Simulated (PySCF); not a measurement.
N2O, SMILES N#[N+][O-]. Atoms are numbered in the order given.

```xyz
3

N      0.0000     0.0000    -1.1894
N      0.0000     0.0000    -0.0713
O      0.0000     0.0000     1.1031
```
Charge 0, spin multiplicity 1.

Geometry: PBE0-D3(BJ)/def2-TZVP.

All values below come from PBE/pcJ-1 (PySCF).

Isotropic couplings with Fermi-contact, spin-dipole and both spin-orbit terms, one fixed conformer, no vibrational averaging. Isotopes: 14N.

Computed spin–spin coupling constants:
```csv
pair,bonds apart,J (Hz)
N1–N2,1,-4.7
```
